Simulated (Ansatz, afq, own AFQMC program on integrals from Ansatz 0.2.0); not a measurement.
Integrals from Ansatz 0.2.0, then the random walk in our own AFQMC program (afq).

```yaml
crystal:
  periodic: [false, false, false]
  atoms:
    - {symbol: Al, position_ang: [0.000000, 0.056715, -0.003928]}
    - {symbol: H, position_ang: [0.000000, 0.225757, -1.555126]}
    - {symbol: H, position_ang: [0.000000, 0.238500, 1.664196]}
    - {symbol: H, position_ang: [0.000000, -1.982457, -0.003928]}
basis:
  gaussian: {orbitals: cc-pVDZ}
total_charge: 1
magnetization: {spin_polarized: true, initial_magnetization: 1}
correlation: {method: ccsd_t, electrons: outside_noble_gas, hamiltonian_folder: ham}
```

```sh
$ ansatz run in.yaml --threads 1 --pin off --events-out ev --progress --plain --max-ram 16896MiB --backend cuda --devices 0, --max-vram 18GiB
```

afq runs on the folder ham with

```
--method free --trial cid --walkers 20 --time-step 0.01 --max-blocks 30 --target-error 0.00054 --factor-cut 1e-06 --seed 9148 --times 0.0,0.5,1.0,2.0,3.0,4.0 --taylor-order 8
```

Times are imaginary, in 1/Eh. The walk had a cap of 60 s.

Output of the walk:

```
orbitals 28  electrons 3 2  factors 220 of 308
reference energy -243.27680901 Eh
CCSD correlation -0.07228122 Eh in 12 cycles, weight of the determinant in the CISD state 0.9434
repeat  energy at the last time / Eh  error
    10  -243.350103  0.000559
    20  -243.350281  0.000298
    30  -243.350427  0.000267
time / (1/Eh)  energy / Eh  error  mean overlap
  0.00  -243.349139  0.000065  1.0579
  0.50  -243.349749  0.000137  1.0623
  1.00  -243.350194  0.000184  1.0474
  2.00  -243.350603  0.000157  1.0779
  3.00  -243.350470  0.000284  1.1041
  4.00  -243.350427  0.000267  1.1300
energy -243.350427 +/- 0.000267 Eh
```

The run passed its tests (error under three times the target), which doesn't prove that it has relaxed.

Against this walk (error 7.3 meV) on the same determinant: CCSD(T) 11.8 meV higher (within the noise), CCSDT(Q) 0.3 meV lower (within the noise), CCSDTQ 0.6 meV lower (within the noise), full CI 0.6 meV lower (within the noise). The error is statistical, and a free projection of finite length keeps a remainder of its start.

Cautions: remainder of the start not in the error; so few walkers bias the energy.

The walk took 20 s on 1 × NVIDIA H100 80GB HBM3 with 2 threads of AMD EPYC 7R13 Processor (Zen 3) (shared host) (the card was shared). The log's last line is the free-projection energy.

CCSDT and higher add their correlation energy to the determinant of the CCSD(T) run, since their own runs factorise the integrals more tightly (a shift of under 2 meV). A walk keeps the symmetry of its determinant, which the program's search chose and which needn't be the lowest solution, so a lower state of the same spin and another symmetry isn't excluded.
